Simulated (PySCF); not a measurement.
Homolysis of single bonds, series In Cl-OH. Isolated molecules, 0 K electronic values unless said otherwise. One relaxed conformer stands for each flexible species; it need not be the lowest. Strings in code marks are SMILES.

These are PBE-D3(BJ)/def2-TZVP // B3LYP-D3(BJ)/def2-TZVP in PySCF values and carry that method's errors. 

```tsv
species	highest occupied spin orbital (eV)	dipole moment (D)
whole molecule (`[Cl][In]([Cl])[Cl]`)	–	0.00
radical fragment (`[Cl][In][Cl]`)	-6.16	[?]
radical fragment (`[OH]`)	-7.16	1.73
radical fragment (`[OH][In][Cl]` (H–O–In–Cl torsion 180°))	-5.77	–
radical fragment (`[OH][In][OH]` (H–O–In–O torsion -180°, O–In–O–H torsion 180°))	-5.32	–
```

### Question
Fill in the missing entries.

### Answer

- radical fragment (`[Cl][In][Cl]`), dipole moment (D): 2.44
